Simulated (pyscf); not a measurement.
Thermochemistry of product channels of I• + CH₄ on the doublet surface, in eV, from ωB97M-D3(BJ)/def2-TZVP energies (ideal gas, 1 atm, RRHO with modes under 100 cm⁻¹ raised to 100, one conformer, R ln 2 for rigid chiral ones). PySCF, gas phase, ωB97X-D3(BJ)/def2-SVP geometries.

```json
[
 {"products": "HI + CH₂ [triplet] + H•", "ΔE": "(withheld)", "ΔH(298 K)": "+6.08", "ΔG(600 K)": "+5.09", "ΔG(900 K)": "+4.54"},
 {"products": "•H₂C–I + H₂", "ΔE": "+2.16", "ΔH(298 K)": "+1.85", "ΔG(600 K)": "+1.60", "ΔG(900 K)": "+1.44"},
 {"products": "H₃C–I + H•", "ΔE": "(withheld)", "ΔH(298 K)": "+1.94", "ΔG(600 K)": "+1.89", "ΔG(900 K)": "+1.84"}
]
```

Complete the blanks.


- HI + CH₂ [triplet] + H•, ΔE: +6.59
- H₃C–I + H•, ΔE: +2.15

These are energies of the channels, which say nothing of barriers. Left out: orbital degeneracy and the spin-orbit lowering of I, which is large for Br, Se, Te and I. Elements past Kr carry the def2 core potentials, without spin-orbit coupling.
